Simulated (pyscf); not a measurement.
`[GeH3][SnH3]` + `[FH]` -> `[F][GeH2][SnH3]` + `[H][H]` (four-centre exchange; singlet surface; Ge–H, F–H broken, F–Ge, H–H formed). Structures and frequencies: ωB97X-D3(BJ)/def2-SVP in PySCF. Energies in kJ/mol from the separated reactants.

```
level                   barrier  reaction energy
----------------------  -------  ---------------
ωB97X-D3(BJ)/def2-TZVP    154.3            -36.2
B3LYP-D3(BJ)/def2-TZVP    147.9            -38.1
PBE0-D3(BJ)/def2-TZVP     149.2            -26.6
M06-2X/def2-TZVP            [?]              [?]
ωB97M-D3(BJ)/def2-TZVP      [?]            -31.9
HF/def2-TZVP              226.5            -32.8
```

Problem. Complete the blanks.

Solution. 
- M06-2X/def2-TZVP, barrier: 149.1
- M06-2X/def2-TZVP, reaction energy: -51.9
- ωB97M-D3(BJ)/def2-TZVP, barrier: 155.9

The functionals in the table span 8.0 kJ/mol in this barrier, from B3LYP-D3(BJ) to ωB97M-D3(BJ)/def2-TZVP. At the saddle there is also a short Ge–H contact that neither side keeps. The same reactants have a lower exit, to F–SnH₂–GeH₃ + H₂ (barrier +110.4 kJ/mol at ωB97M-D3(BJ)/def2-TZVP, against +155.9 kJ/mol here). One saddle was located; it need not be the lowest between these sides. Elements up to Kr have no core potential and no relativistic terms here. Elements past Kr carry the def2 core potentials, without spin-orbit coupling.
